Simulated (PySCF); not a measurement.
Gas-phase reaction: 2 SiHCl2 + 2 (CH3)2SiCl2 + 3 Cl2 ⇌ 4 CH3SiCl3 + 2 HCl

Method: PySCF energies plus ideal-gas RRHO corrections (1 bar). † marks an energy on the PBE0/def2-TZVP geometry and frequencies; other levels use their own. MP2 and CCSD(T) freeze the core. 6-31G* has spherical d functions here. Open shells (unrestricted): SiHCl2 (multiplicity 2); the rest are closed-shell singlets. SiHCl2: computed as isolated molecules; such fragments, hydroxides, amides, oligomers or adducts are transient or little studied in the gas. MP2 isn't extrapolated to the basis-set limit. CCSD(T) isn't extrapolated to the basis-set limit.

| level | ΔH°(298 K), kJ |
|---|---|
| CCSD(T)/def2-SVP† | ? |
| HF/6-31G* | -1177 |
| MP2/def2-SVP† | -1320 |
| MP2/def2-TZVPP† | -1305 |
| PBE/def2-TZVP† | -1133 |
| PBE0/def2-QZVP† | ? |
| PBE0/def2-SVP† | ? |
| PBE0/def2-TZVP | ? |
| LDA/def2-TZVP† | -1213 |
| ωB97X-V/def2-TZVP† | -1237 |

Q: Some entries are withheld; supply them.

A: 
- CCSD(T)/def2-SVP†, ΔH°(298 K), kJ: -1256
- PBE0/def2-QZVP†, ΔH°(298 K), kJ: -1184
- PBE0/def2-SVP†, ΔH°(298 K), kJ: -1238
- PBE0/def2-TZVP, ΔH°(298 K), kJ: -1186
